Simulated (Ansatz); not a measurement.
PBE exchange is replaced step by step with exact exchange (0 % is PBE, 25 % PBE0; no dispersion term), basis def2-TZVP, Ansatz. System: Li₃H₃. The state is a singlet with charge 0. Geometry: r2SCAN-D4/def2-TZVP, each spin state at its own.

The relaxed triplet has other bonds than the singlet, so its gap is one between isomers. The relaxed quintet has other bonds than the singlet, so its gap is one between isomers.

Geometry of the singlet:

Cartesian coordinates in Å:
```
Li 1.3641 -0.8745 0.0533
Li 0.0202 1.4971 -0.6219
Li -1.3837 -0.6222 0.5687
H -0.0220 -1.6550 0.6896
H 1.5314 0.6901 -0.6245
H -1.5100 0.9645 -0.0652
```

In the triplet, H4 and H5 lie 0.76 Å apart (atoms count from 1), so H2 has formed as a molecule. In the quintet geometry the species has come apart into loosely held pieces. In the quintet, H4 and H5 lie 0.75 Å apart (atoms count from 1), so H2 has formed as a molecule. The structure comes from a short search, and lower isomers may exist.

```json
{"exact exchange (%)": "0", "HOMO (eV)": "-5.31", "LUMO (eV)": "-0.78", "gap (eV)": "4.53", "triplet − singlet (kJ/mol)": "224.6", "quintet − singlet (kJ/mol)": "598.7"}
{"exact exchange (%)": "10", "HOMO (eV)": "-5.79", "LUMO (eV)": "-0.54", "gap (eV)": "5.25", "triplet − singlet (kJ/mol)": "226.1", "quintet − singlet (kJ/mol)": "601.6"}
{"exact exchange (%)": "15", "HOMO (eV)": "-6.03", "LUMO (eV)": "-0.42", "gap (eV)": "5.61", "triplet − singlet (kJ/mol)": "226.8", "quintet − singlet (kJ/mol)": "603.1"}
{"exact exchange (%)": "25", "HOMO (eV)": "-6.51", "LUMO (eV)": "-0.18", "gap (eV)": "6.32", "triplet − singlet (kJ/mol)": "228.2", "quintet − singlet (kJ/mol)": "605.9"}
{"exact exchange (%)": "35", "HOMO (eV)": "-6.99", "LUMO (eV)": "0.06", "gap (eV)": "7.05", "triplet − singlet (kJ/mol)": "229.6", "quintet − singlet (kJ/mol)": "608.8"}
{"exact exchange (%)": "50", "HOMO (eV)": "-7.72", "LUMO (eV)": "0.41", "gap (eV)": "8.13", "triplet − singlet (kJ/mol)": "231.5", "quintet − singlet (kJ/mol)": "613.0"}
```

Problem. Estimate the row for 5 %.

Solution. 
| exact exchange (%) | HOMO (eV) | LUMO (eV) | gap (eV) | triplet − singlet (kJ/mol) | quintet − singlet (kJ/mol) |
| --- | --- | --- | --- | --- | --- |
| 5 | -5.55 | -0.66 | 4.89 | 225.4 | 600.2 |
